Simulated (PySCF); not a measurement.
Cyanoformamide, C2H2N2O.
Numbering: `[N:1]#[C:2][C:3]([NH2:4])=[O:5]` (hydrogens: H6, H7 on N4)

The same species was optimised twice, with GFN2-xTB and with PBE0-D3(BJ)/def2-SVP (PySCF), and the same property calculations (PySCF, gas phase) were run on both structures.

| coordinate | GFN2-xTB | PBE0-D3(BJ)/def2-SVP | change |
| --- | --- | --- | --- |
| C2–C3 (Å) | 1.463 | 1.482 | +0.019 |
| N1≡C2 (Å) | 1.143 | 1.157 | +0.014 |
| N4–H7 (Å) | 1.005 | 1.011 | +0.006 |
| N4–H6 (Å) | 1.008 | 1.013 | +0.005 |
| C3–N4 (Å) | 1.352 | 1.350 | -0.002 |
| C3=O5 (Å) | 1.206 | 1.206 | 0.000 |
| C2–C3–O5 (°) | 122.5 | 120.9 | -1.6 |
| N4–C3–O5 (°) | 125.1 | 126.0 | +0.9 |
| N1–C2–C3 (°) | 178.3 | 177.4 | -0.9 |
| H6–N4–H7 (°) | 119.0 | 119.8 | +0.8 |
| C2–C3–N4 (°) | 112.4 | 113.1 | +0.7 |
| C3–N4–H6 (°) | 118.6 | 118.0 | -0.6 |
| C3–N4–H7 (°) | 122.3 | 122.2 | -0.1 |

Rotational constants: A = 11443, B = 4346, C = 3150 MHz (GFN2-xTB) against A = 11386, B = 4278, C = 3109 MHz (PBE0-D3(BJ)/def2-SVP). Point groups within 0.08 Å: Cs and Cs.

On the GFN2-xTB structure: HOMO (eV) -8.82 [PBE0/pcSseg-1]; LUMO (eV) -1.66 [PBE0/pcSseg-1]; dipole (D) 4.58 [PBE0/pcSseg-1]; GIAO shielding of N1 (ppm) -36.7 [PBE0/pcSseg-1]; GIAO shielding of C2 (ppm) 71.2 [PBE0/pcSseg-1]; GIAO shielding of C3 (ppm) 39.9 [PBE0/pcSseg-1]; GIAO shielding of N4 (ppm) 140.8 [PBE0/pcSseg-1]; GIAO shielding of O5 (ppm) -111.5 [PBE0/pcSseg-1].

What do these properties become on the PBE0-D3(BJ)/def2-SVP structure?

```tsv
property	level	on GFN2-xTB	on PBE0-D3(BJ)/def2-SVP	change
HOMO (eV)	PBE0/pcSseg-1	-8.82	-8.83	-0.01
LUMO (eV)	PBE0/pcSseg-1	-1.66	-1.64	+0.02
dipole (D)	PBE0/pcSseg-1	4.58	4.71	+0.13
energy, GFN2-xTB geometry as zero (kcal/mol)	PBE0/pcSseg-1	0.0	-0.2	-0.2
GIAO shielding of N1 (ppm)	PBE0/pcSseg-1	-36.7	-40.6	-3.9
GIAO shielding of C2 (ppm)	PBE0/pcSseg-1	71.2	68.3	-2.9
GIAO shielding of C3 (ppm)	PBE0/pcSseg-1	39.9	39.7	-0.2
GIAO shielding of N4 (ppm)	PBE0/pcSseg-1	140.8	142.2	+1.4
GIAO shielding of O5 (ppm)	PBE0/pcSseg-1	-111.5	-108.3	+3.2
```

The heavy atoms differ by 0.018 Å rms after alignment. Among all bonds C2–C3 changes most (+0.019 Å). Changes are differences of the printed values. Neither structure is proved a minimum here.

Shape of the structure used: `[N:1]#[C:2][C:3]([NH2:4])=[O:5]`: H–N4–C3–C2 180°, H–N4–C3–C2 0°.
